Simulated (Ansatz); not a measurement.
CHP (`C#P`), 3 atoms. Charge 0, multiplicity 1. All runs use 2 threads of an AMD EPYC 7R13 on a shared host. Correlated methods freeze the cores. Open-shell runs search over several starts.

Question: Give the basis size and wall time and peak host memory of each of these runs in Ansatz. RKS ωB97M-V/def2-SVP energy; direct RPA on PBE orbitals/def2-TZVPP energy; RKS PBE0-D4/def2-TZVPP energy; RKS ωB97M-V/def2-TZVPP energy and forces; RHF-CCSD(T)/def2-TZVPP energy; UKS ωB97X-V/def2-TZVPP energy of the cation; RHF-CCSD(T)/cc-pV(D+d)Z energy; UHF-CCSD(T)/def2-TZVPP energy of the cation; RHF-CCSD(T)/cc-pV(T+d)Z energy; RKS PBE0-D4/def2-TZVP frequencies; RKS PBE0-D4/def2-SVP energy; RKS B3LYP-D4/def2-TZVPP energy and forces. (Best estimate.)

Answer: The calculation gave: Other jobs shared the machine, so times are rough.

```json
{"level": "RKS PBE0-D4/def2-SVP", "job": "energy", "functions": "37", "wall time": "0.2 s", "peak host memory (GiB)": "0.08"}
{"level": "RHF-CCSD(T)/cc-pV(D+d)Z", "job": "energy", "functions": "42", "wall time": "0.3 s", "peak host memory (GiB)": "0.1"}
{"level": "RKS PBE0-D4/def2-TZVPP", "job": "energy", "functions": "87", "wall time": "0.35 s", "peak host memory (GiB)": "0.12"}
{"level": "RKS B3LYP-D4/def2-TZVPP", "job": "energy and forces", "functions": "87", "wall time": "0.46 s", "peak host memory (GiB)": "0.12"}
{"level": "RKS ωB97M-V/def2-SVP", "job": "energy", "functions": "37", "wall time": "0.55 s", "peak host memory (GiB)": "0.11"}
{"level": "direct RPA on PBE orbitals/def2-TZVPP", "job": "energy", "functions": "87", "wall time": "0.6 s", "peak host memory (GiB)": "0.13"}
{"level": "RHF-CCSD(T)/cc-pV(T+d)Z", "job": "energy", "functions": "83", "wall time": "0.7 s", "peak host memory (GiB)": "0.18"}
{"level": "RHF-CCSD(T)/def2-TZVPP", "job": "energy", "functions": "87", "wall time": "0.86 s", "peak host memory (GiB)": "0.2"}
{"level": "RKS ωB97M-V/def2-TZVPP", "job": "energy and forces", "functions": "87", "wall time": "1.3 s", "peak host memory (GiB)": "0.15"}
{"level": "RKS PBE0-D4/def2-TZVP", "job": "frequencies", "functions": "74", "wall time": "4.5 s", "peak host memory (GiB)": "0.12"}
{"level": "UKS ωB97X-V/def2-TZVPP", "job": "energy of the cation", "functions": "87", "wall time": "17 s", "peak host memory (GiB)": "0.23"}
{"level": "UHF-CCSD(T)/def2-TZVPP", "job": "energy of the cation", "functions": "87", "wall time": "20 s", "peak host memory (GiB)": "0.33"}
```

B3LYP here is the variant with VWN-RPA as its local correlation; programs differ in this.
